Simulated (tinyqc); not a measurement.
Worked calculation: Pariser-Parr-Pople SCF with singles CI, for the molecule O=CN=O (SMILES; centres numbered as the heavy atoms are written). One step of it, computed by the program tinyqc.

Problem. Iteration 1: Fock matrix. F_rr = H_rr + P_rr gamma_rr / 2 + sum_(s != r) P_ss gamma_rs; F_rs = H_rs - P_rs gamma_rs / 2; E = tr P (H + F) / 2 + core repulsion sum_(r<s) z_r z_s gamma_rs.

P at the start:
```
           1O        2C        3N         4O
1O   1.000000  0.890638  0.000000  -0.454714
2C   0.890638  1.000000  0.454714   0.000000
3N   0.000000  0.454714  1.000000   0.890638
4O  -0.454714  0.000000  0.890638   1.000000
```

core matrix H (eV):
```
            1O          2C          3N          4O
1O  -31.755596   -2.370000    0.000000    0.000000
2C   -2.370000  -24.939739   -2.420000    0.000000
3N    0.000000   -2.420000  -28.302204   -2.370000
4O    0.000000    0.000000   -2.370000  -31.801655
```

repulsion gamma_rs (eV):
```
           1O         2C         3N         4O
1O  14.000000   5.553972   4.029401   3.042223
2C   5.553972  10.160000   5.224569   3.981198
3N   4.029401   5.224569  11.070000   5.648234
4O   3.042223   3.981198   5.648234  14.000000
```

Centres (angstrom, eV; a flat drawing with bonds scaled to 1.40 angstrom):
```
centre          x          y  core charge z          W   gamma_rr
1O       1.848000  -0.127000              1  19.130000  14.000000
2C       0.559000   0.421000              1  10.180000  10.160000
3N      -0.559000  -0.421000              1  13.400000  11.070000
4O      -1.848000   0.127000              1  19.130000  14.000000
```

Give: F; pi energy.

Solution.

F (eV):
```
          1O       2C       3N        4O
1O  -12.1300  -4.8433   0.0000    0.6917
2C   -4.8433  -5.1000  -3.6078    0.0000
3N    0.0000  -3.6078  -7.8650   -4.8853
4O    0.6917   0.0000  -4.8853  -12.1300
```

pi energy = -65.4742 eV
